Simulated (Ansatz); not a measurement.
Reaction: C3H7Cl (1-chloropropane, SMILES C(C)CCl) → C2H5 (SMILES [CH2]C, doublet) + CH2Cl (SMILES [CH2]Cl, doublet) (the C-C bond breaks)
Each species at its own B3LYP-D3(BJ)/def2-TZVP minimum (Ansatz, an electronic-structure program), one conformer.

Total energies in hartree (Ansatz). Open shells are spin-unrestricted; no spin-orbit coupling. Cores are frozen in correlated methods. No relativity.

```csv
species,HF/cc-pV(T+d)Z,CCSD(T)/cc-pV(T+d)Z,HF/cc-pV(Q+d)Z,CCSD(T)/cc-pV(Q+d)Z,CCSD(T)/cc-pV(D+d)Z,CCSDT(Q)/cc-pV(D+d)Z
1: C3H7Cl (SMILES C(CCl)C),-577.24785,-578.05122,-577.25907,-578.11057,-577.84631,-577.84837
"2: C2H5 (SMILES C[CH2], doublet)",-78.62785,-79.00245,-78.63306,-79.02569,-78.91562,-78.91668
"3: CH2Cl (SMILES Cl[CH2], doublet)",-498.51663,-498.90011,-498.52303,-498.93482,-498.78429,-498.78553
```

### Question
Work out the bond dissociation energy (electronic) in kJ/mol: take Hartree-Fock from cc-pV(Q+d)Z, extrapolate the CCSD(T) correlation energy as X^-3 (X = 3, 4), and add CCSDT(Q) - CCSD(T) in cc-pV(D+d)Z. 1 hartree = 2625.5 kJ/mol.

### Answer

Species 1: correlation (64·(-0.85150) - 27·(-0.80337))/37 = -0.88662; step -0.00206; E1 = -577.25907 + (-0.88662) + (-0.00206) = -578.14775
Species 2: correlation (64·(-0.39263) - 27·(-0.37460))/37 = -0.40579; step -0.00106; E2 = -78.63306 + (-0.40579) + (-0.00106) = -79.03991
Species 3: correlation (64·(-0.41179) - 27·(-0.38348))/37 = -0.43245; step -0.00124; E3 = -498.52303 + (-0.43245) + (-0.00124) = -498.95672
-1·E1 +1·E2 +1·E3 = 0.15112 hartree = 396.8 kJ/mol.
